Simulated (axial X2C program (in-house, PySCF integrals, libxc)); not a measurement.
# Potential curves of C₂⁻, 2c

Computed with an axial X2C code built on PySCF integrals. Two-component (2c) means X2C with spin–orbit coupling and atomic mean-field two-electron Coulomb and Gaunt terms. Basis: C dyall-av3z [8s7p3d2f] (cores contracted in-house); Gaussian nuclei, density fitting, unrestricted open shells. Masses: C 12.000 u.

State: Ω = 1/2 (⟨Sz⟩ = 0.50, ⟨Lz⟩ = 0.00 at PBE0). Energies in kJ/mol from the fragments at the same level (C- + C). Fits are polynomials in 1 − R0/R over 0.85 to 1.23 times the lowest point R0.

| R (Å) | PBE0 | PBE50 |
| --- | --- | --- |
| 1.0962 | -651.18 | -611.37 |
| 1.1466 | -728.65 | -685.66 |
| 1.1844 | -762.94 | -717.51 |
| 1.2222 | -781.08 | -733.16 |
| 1.2600 | -786.20 | -735.75 |
| 1.3041 | -779.16 | -725.73 |
| 1.3482 | -761.31 | -704.85 |
| 1.4049 | -726.78 | -666.36 |
| 1.4742 | -672.80 | -607.48 |
| 1.5750 | -582.23 | -509.61 |

The state is a single determinant with fixed occupations, the lowest that a limited PBE0 search found. Dissociation energies refer to the lowest single-determinant-based atoms at the same level and basis. Density functionals use the spin component along the axis (collinear). The 2c atoms are single determinants rather than J levels; their spin–orbit lowering is only partly caught, and De is too large by that part. This holds for PBE0, PBE50. PBE0 can misorder states that lie within some tenths of an eV, so this need not be the ground state of the molecule. The nearest other 2c determinant of the search, Ω = 3/2, lies 0.47 eV up at the distance of the search. Without a current term, density functionals place determinants with orbital angular momentum somewhat too high.

(1) Fit the PBE0 curve near its minimum: give the equilibrium distance, the harmonic wavenumber and the well depth.

(2) Fit the PBE50 curve near its minimum: give the equilibrium distance, the harmonic wavenumber and the well depth.

## Answers

(1) At PBE0, 2c: Re = 1.258 Å, ωe ≈ 1860 cm⁻¹, De = 8.15 eV to C- + C; Be follows as 1.77 cm⁻¹.

(2) At PBE50, 2c: Re = 1.249 Å, ωe ≈ 1910 cm⁻¹, De = 7.63 eV to C- + C; Be follows as 1.8 cm⁻¹.
